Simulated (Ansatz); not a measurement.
# SiHCl+ (quartet): from Hartree-Fock to the top rungs, def2-TZVPP

One table from this session's results is given with a row withheld; the runs are named, their logs left out.

The runs use Ansatz 0.2.0, Gaussian basis; def2-TZVPP, core rule «outside noble gas», up to 10 orbitals frozen.

The runs, in order: UHF; ROHF; CCSD(T) on UHF.

2 further runs of the same task are left out: 2 set aside as unsound or not needed.

### What is computed

The geometry is a PBE0/def2-TZVP stationary point (not a proven minimum) of the parent state, kept for this charge and spin.

3 atoms, charge 1, spin multiplicity 4.

Atoms are counted from 1 here; the program's logs count them from 0.

Bond lengths: Si1–Cl2 2.048 Å, Si1–H3 1.491 Å. Angles: Cl2–Si1–H3 115.5°.

The first run:

File in.yaml:

```yaml
crystal:
  periodic: [false, false, false]
  atoms:
    - {symbol: Si, position_ang: [0.000000, -0.097122, 1.110575]}
    - {symbol: Cl, position_ang: [0.000000, 0.042769, -0.932187]}
    - {symbol: H, position_ang: [0.000000, 1.201899, 1.843159]}
basis:
  gaussian: {orbitals: def2-TZVPP}
total_charge: 1
magnetization: {spin_polarized: true, initial_magnetization: 3}
hamiltonian: {xc: hf}
output: {orbitals: {seedname: orbitals}}
```

The run is started by

```console
ansatz run in.yaml --threads 1 --pin off --events-out ev --progress --plain --max-ram 3968MiB --backend cpu
```

Steps of the session up to this table: UHF; ROHF; CCSD(T) on UHF.

One of the session's tables, all rows but one given; the rest of the session is left out.

```
  method  from UCCSD(T) (meV)
    ROHF              +7519.8
     UHF              +7304.0
    UMP2              +1280.2
   UCCSD                    ?
UCCSD(T)                    0
```

Q: Estimate the row for UCCSD from the others.

The run gave: from UCCSD(T) (meV): +258.2. In the column «from UCCSD(T) (meV)» it lies between UCCSD(T) (0) and UMP2 (+1280.2).
